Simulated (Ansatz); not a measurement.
Relaxation of AlH$_{3}$O$_{2}$ (6 atoms, charge 0, multiplicity 1), to a largest force component of 0.03 eV/Å in at most 50 steps.

The calculation used Ansatz, RKS BLYP-D4/def2-SVP.

```xyz
6
Properties=species:S:1:pos:R:3
Al 0.163 -0.292 0.133
H 0.669 -0.265 1.596
O 1.831 -0.333 -0.359
H 2.385 -0.326 0.441
O -1.220 -0.291 -0.858
H -2.154 -0.292 -0.597
```

Problem. Where does it end, and by what steps?

Solution. The run converged. After 5 steps the energy has fallen by 0.678 eV; H2 moved furthest, 0.67 Å.

```
step  energy less start (eV)  largest force component (eV/Å)  accepted
   0                  0.0000                           1.365       yes
   1                 -0.3748                           0.917       yes
   2                 -0.5579                           0.411       yes
   3                 -0.6578                           0.229       yes
   4                 -0.6773                           0.115       yes
   5                 -0.6777                           0.017       yes
```

```xyz
6
Properties=species:S:1:pos:R:3
Al 0.251 -0.293 0.289
H 0.056 -0.250 1.865
O 1.792 -0.336 -0.462
H 2.630 -0.335 0.028
O -1.062 -0.303 -0.816
H -1.994 -0.282 -0.547
```

Whether the end is a true minimum wasn't checked by a vibrational analysis.

Time of the run: 8.9 s on 1 thread of Intel(R) Xeon(R) Platinum 8259CL CPU @ 2.50GHz (Skylake/Cascade Lake), on a shared host, peak memory 0.13 GiB.
